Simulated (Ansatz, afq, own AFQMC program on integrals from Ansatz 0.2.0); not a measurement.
**Mn, sextet in def2-TZVP, levels against CCSDTQ**

A free Mn atom.

Basis def2-TZVP. Noble-gas cores (and the filled d shells of Ga–Kr and In–Xe) are frozen. Integrals, coupled cluster, full CI and functionals: Ansatz 0.2.0; the random walks run on the same integrals in our own AFQMC program. ph-AFQMC/CISD is guided by a CISD state made of CCSD amplitudes; releasing the constraint for a short imaginary time cuts its bias at the price of noise, slowly where states lie close. Uncertainties: one standard error, sampling alone. The metal's outer-core s and p shells are frozen, which shifts wave-function levels against functionals.

Determinant: UHF, the one that the program's search chose, which needn't be the lowest solution.

No full CI on the walks' own integrals is used here; CCSDTQ serves as the reference and is uncertain by about the last step of the cluster series.

Cautions: no relativity below Rb; outer-core shells of the metal frozen; the released energies have errors that jump between times, so the bars are unsure, so no released level is given (meV from the phaseless value at times in 1/Eh: -1.7 ± 1.0 at 0.60, -2.4 ± 1.6 at 1.20, -4.2 ± 1.5 at 2.00, -7.0 ± 1.4 at 3.00, -4.3 ± 1.5 at 4.20), though the last usable value meets CCSDTQ within the noise; the ph-AFQMC/CISD walk drifts between its halves (2.3 errors).

```
T1 diagnostic                               : 0.0214
weight of the determinant in the CISD state : 0.924
⟨S²⟩ of the determinant                     : 8.770
size of the correlated space                : 7 electrons in 36 orbitals
```

| level | correlation energy (eV) |
| --- | --- |
| MP2 | -2.6111 |
| CCSD | -3.0284 |
| CCSD(T) | -3.0950 |

(1) Estimate where phaseless AFQMC with the Hartree–Fock trial lies against CCSD(T) on the same integrals.

(1) 0.28 ± 0.50 mEh below CCSD(T). The gap is under twice the noise, so this walk alone can't tell the two apart.

Reference: CCSDTQ, correlation energy -3.108 eV.

```csv
level,E − E(reference) (mEh),share of correlation (%)
CCSD(T),0.48,99.58
CCSDT,0.06,99.95
CCSDT(Q),0.00,100.00
ph-AFQMC/HF,0.20 ± 0.50,99.82
ph-AFQMC/CISD,0.22 ± 0.04,99.81
```

CCSDT and higher add their correlation energy to the determinant of the CCSD(T) run, since their own runs factorise the integrals more tightly (a shift of under 2 meV). A walk keeps the symmetry of its determinant, which the program's search chose and which needn't be the lowest solution, so a lower state of the same spin and another symmetry isn't excluded.
